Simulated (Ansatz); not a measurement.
# C2H6Si (SMILES C[Si]C): single points off equilibrium

One table from this session's results is given with a row withheld; the runs are named, their logs left out.

Computed with Ansatz 0.2.0, Gaussian basis. Level: single points in def2-TZVPP.

Cores are frozen in the correlated methods.

### Starting geometry

SMILES `C[Si]C`, 9 atoms, charge 0, spin multiplicity 1.

Atoms are counted from 1 here; the program's logs count them from 0.

Bond lengths: C1–Si2 1.843 Å, C1–H4 1.024 Å, C1–H5 1.040 Å, C1–H6 0.969 Å, Si2–C3 1.849 Å, C3–H7 1.120 Å, C3–H8 1.206 Å, C3–H9 1.033 Å. Angles: Si2–C1–H4 110.0°, Si2–C1–H5 116.6°, Si2–C1–H6 117.2°, H4–C1–H5 109.7°, H4–C1–H6 107.7°, H5–C1–H6 94.5°, C1–Si2–C3 104.0°, Si2–C3–H7 113.0°, Si2–C3–H8 111.1°, Si2–C3–H9 112.1°, H7–C3–H8 93.5°, H7–C3–H9 117.8°, H8–C3–H9 107.7°.

Geometry (Å):

```
C    -0.5219    1.0945   -0.7705
Si    0.7061   -0.2770   -0.8510
C     0.5441   -1.1200    0.7871
H    -1.4636    0.7146   -0.6367
H    -0.5236    1.7643   -1.5655
H    -0.3815    1.7760   -0.0966
H    -0.3523   -1.7880    0.8479
H     1.3239   -2.0342    0.8847
H     0.7175   -0.4744    1.5752
```

Set-up of the first run:

run/in.yaml

```yaml
crystal:
  periodic: [false, false, false]
  atoms:
    - {symbol: C, position_ang: [-0.521900, 1.094500, -0.770500]}
    - {symbol: Si, position_ang: [0.706100, -0.277000, -0.851000]}
    - {symbol: C, position_ang: [0.544100, -1.120000, 0.787100]}
    - {symbol: H, position_ang: [-1.463600, 0.714600, -0.636700]}
    - {symbol: H, position_ang: [-0.523600, 1.764300, -1.565500]}
    - {symbol: H, position_ang: [-0.381500, 1.776000, -0.096600]}
    - {symbol: H, position_ang: [-0.352300, -1.788000, 0.847900]}
    - {symbol: H, position_ang: [1.323900, -2.034200, 0.884700]}
    - {symbol: H, position_ang: [0.717500, -0.474400, 1.575200]}
basis:
  gaussian: {orbitals: def2-TZVPP}
correlation: {method: ccsd_t}
output: {forces: true}
```

No record of the launch command was kept for these runs.

Among the steps run: CCSD(T)/def2-TZVPP; PBE0-D4/def2-TZVPP; wB97M-V/def2-TZVPP; r2SCAN-D4/def2-TZVPP; PBE-D4/def2-TZVPP; BLYP-D4/def2-TZVPP; r2SCAN0-D4/def2-TZVPP.

One of the session's tables, all rows but one given; the rest of the session is left out.

| method | RMS force component (eV/Å) | angle to CCSD(T) forces (°) | dipole (D) |
| --- | --- | --- | --- |
| CCSD(T) | 2.020 | reference | 1.60 |
| PBE0-D4 | 2.025 | 1.8 | 1.80 |
| wB97M-V | 1.998 | 1.4 | 1.64 |
| r2SCAN-D4 | ? | ? | ? |
| PBE-D4 | 2.058 | 3.6 | 1.78 |
| BLYP-D4 | 2.019 | 2.9 | 1.65 |
| r2SCAN0-D4 | 1.992 | 2.8 | 1.85 |

Estimate the missing values for r2SCAN-D4.

As computed: RMS force component (eV/Å): 2.009; angle to CCSD(T) forces (°): 2.0; dipole (D): 1.89. In the column «RMS force component (eV/Å)» it lies between wB97M-V (1.998) and BLYP-D4 (2.019).
